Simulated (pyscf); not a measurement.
Single points on ωB97X-D3(BJ)/def2-SVP structures (PySCF, gas phase). Correlated levels are frozen-core, on RHF or UHF. ΔMP2 is the change of the MP2 total energy from the triple- to the quadruple-zeta basis.

Estimate by transition-state theory the rate constant of CH₄ (SMILES C) + F–Au (SMILES [F][Au]) → H₃C–Au (SMILES [CH3][Au]) + HF (SMILES F) (singlet surface; C–H, Au–F broken, Au–C, F–H formed) at 900 K, with CCSD(T)/def2-TZVPP + ΔMP2(QZVPP) energies (ideal gas, 1 atm, RRHO with modes under 100 cm⁻¹ raised to 100, one conformer, R ln 2 for chiral ones without a mode under 150 cm⁻¹; no tunnelling).

The electronic barrier is 27.9 kcal/mol and the thermal terms add +20.3, so ΔG‡ = 48.2 kcal/mol. With k_BT/h = 1.88e+13 s⁻¹ and RT = 1.788 kcal/mol, and a volume of 1.23e-19 cm³ per molecule at 1 atm, k = 4.5e-18 cm³ molecule⁻¹ s⁻¹. Wigner's tunnelling factor for 1473i cm⁻¹ would be 1.23. A shift of 1 kcal/mol in the barrier changes k by a factor 1.7. On the product side the descent ends in a bound adduct, 8.8 kcal/mol under the separated species and 51.2 kcal/mol under the saddle at ωB97X-D3(BJ)/def2-TZVP. The reactants may also form a dative adduct at F–Au; it and routes through it were not searched. One saddle was located; it need not be the lowest between these sides. The CCSD(T) − MP2 part came from Ansatz, without density fitting, on the same reference. The frozen core leaves the outer d or s,p core shells of the metals and heavy elements correlated in the MP2 and CC values, and def2-TZVPP describes them poorly, which can shift differences by a few kcal/mol. Elements past Kr carry the def2 core potentials, without spin-orbit coupling.
